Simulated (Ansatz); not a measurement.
# CH3BN: the cost of one run

Program: Ansatz 0.2.0. Level of theory: UKS PBE0-D4/def2-SVP. These are calculated values, not measurements.

**1. The starting structure**

Bond lengths: C1–B2 1.555 Å, B2–N3 1.241 Å, C1–H4 1.087 Å, C1–H5 1.087 Å, C1–H6 1.087 Å. Angles: C1–B2–N3 180.0°, B2–C1–H4 110.2°, B2–C1–H5 110.3°, B2–C1–H6 110.1°, H4–C1–H5 108.8°, H4–C1–H6 108.8°, H5–C1–H6 108.8°.

As a file:

```xyz
6

C    -0.3182    0.3662   -0.2318
B     0.6024   -0.6920    0.4386
N     1.3377   -1.5365    0.9747
H    -1.0509    0.7323    0.4824
H     0.2717    1.2059   -0.5888
H    -0.8428   -0.0760   -1.0751
```

**2. Relaxing end A**

input.yaml

```yaml
crystal:
  periodic: [false, false, false]
  atoms:
    - { symbol: C, position_ang: [-0.31819, 0.36622, -0.23182] }
    - { symbol: B, position_ang: [0.60241, -0.69199, 0.4386] }
    - { symbol: "N", position_ang: [1.33773, -1.5365, 0.97466] }
    - { symbol: H, position_ang: [-1.05086, 0.73231, 0.48244] }
    - { symbol: H, position_ang: [0.27169, 1.20593, -0.58882] }
    - { symbol: H, position_ang: [-0.84278, -0.07597, -1.07506] }
magnetization:
  spin_polarized: true
  initial_magnetization: 1
basis:
  gaussian: { orbitals: def2-SVP }
hamiltonian:
  xc: pbe0
  dispersion: d4
relax:
  f_tol: 0.02
  max_steps: 50
```

On the command line:

```sh
$ ansatz run input.yaml --threads 1 --pin off --max-ram 2048MiB --backend cpu --events-out ev --progress --plain --runs-dir out
```

Q: Estimate wall time and peak memory on 1 thread of Intel Xeon at 2.70GHz, shared host.

About 60 s, with a peak of 0.15 GiB.
